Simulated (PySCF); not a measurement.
# CHNO: the cost of one run

Computed with PySCF 2.14.0, with density-fitted response routines of our own, on a single molecule in the gas phase. Atoms count from 0, in the outputs and in this text.

### Step 1. The molecule as given

4 atoms, charge 0, multiplicity 1; geometry from: GFN2-xTB. The atoms were then displaced at random by about 0.01 Å, so the start is not that level's minimum.

Bonds of the start (Å): N0–C1 1.16, C1–O2 1.14, N0–H3 0.98.

### Step 2. Optimising the geometry at PBE0-D3(BJ)/def2-SVP

What the job is given:

```
{"job": {"xc": "PBE0", "basis": "def2-SVP", "d3": "d3bj", "grid": 1, "shake": 0.01, "kind": "geom"}, "charge": 0, "multiplicity": 1}
N     -0.661720     0.158150     0.318430
C      0.473540    -0.020670     0.483310
O      1.559530    -0.091720     0.816060
H     -1.333350    -0.071130    -0.361250
```

On the command line:

```console
OMP_NUM_THREADS=1 python probes_run.py task.json out
```

This one command runs all jobs of the session in turn.

**Question.** How long does this first job take on 1 thread of Arm Neoverse V2, shared host, and how much memory does it need?

About 3.4 s, with a peak of 0.25 GiB.
